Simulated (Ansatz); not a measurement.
Lattice constant a (Å) of 24 elemental metals, computed with PBEsol in Ansatz (PAW) and with r²SCAN in Ansatz (PAW). The set holds measured phases with no doubt noted on the run or the magnetic state but for the caveats below. 20 more of the class have both values but aren't in it, for one of these reasons: built or high-temperature cells, doubts on the run or the magnetic state, unlike cells, values of zero, layered or molecular crystals, cells that aren't cubic. Solids without a value at one level (not run, failed, or a magnetic order lost), or held back for tests, aren't counted.

All rows, in order of the shift (worked out from unrounded values):

```
solid   PBEsol  r²SCAN  shift (%)
------  ------  ------  ---------
fcc Al   4.014   3.992      -0.55
fcc Ir   3.830   3.844      +0.37
fcc Cu   3.563   3.577      +0.38
fcc Ni   3.463   3.478      +0.43
bcc W    3.154   3.169      +0.47
fcc Rh   3.780   3.800      +0.53
fcc Pt   3.918   3.940      +0.56
bcc Mo   3.130   3.151      +0.68
bcc Ta   3.281   3.305      +0.73
bcc V    2.959   2.982      +0.80
fcc Pd   3.876   3.908      +0.85
bcc Nb   3.271   3.303      +0.98
fcc Au   4.083   4.125      +1.03
fcc Pb   4.933   4.994      +1.22
fcc Ag   4.054   4.104      +1.24
bcc Na   4.171   4.223      +1.26
bcc Li   3.434   3.477      +1.26
fcc Ca   5.455   5.568      +2.06
bcc K    5.215   5.348      +2.55
bcc Fe   2.788   2.866      +2.81
fcc Sr   5.922   6.101      +3.02
bcc Rb   5.569   5.747      +3.19
bcc Ba   4.881   5.070      +3.88
bcc Cs   6.012   6.273      +4.34
```

The shift from PBEsol to r²SCAN has a median of +1.00 %, and eight in ten lie between +0.39 % and +3.14 %; r²SCAN is the larger in 23 of 24.

Ansatz's runs of these crystals have no spin polarisation, but for bcc Fe, fcc Ni. Meta-GGA and hybrid levels favour moments, which can bear on fcc Pd, bcc Fe, bcc V, fcc Pt, fcc Rh, fcc Ni.

Density-functional runs with spin start from parallel moments for bcc Fe, parallel moments for fcc Ni.

Spin–orbit coupling is left out, also for the solids with elements from indium on (bcc Ta, fcc Pt, bcc Ba, bcc W, fcc Ir, bcc Cs, fcc Pb, fcc Au); its size isn't shown.

Ansatz's density-functional and Hartree–Fock values are scalar-relativistic unless marked +SOC, with PAW data made under PBE.

Ansatz is an electronic-structure program.
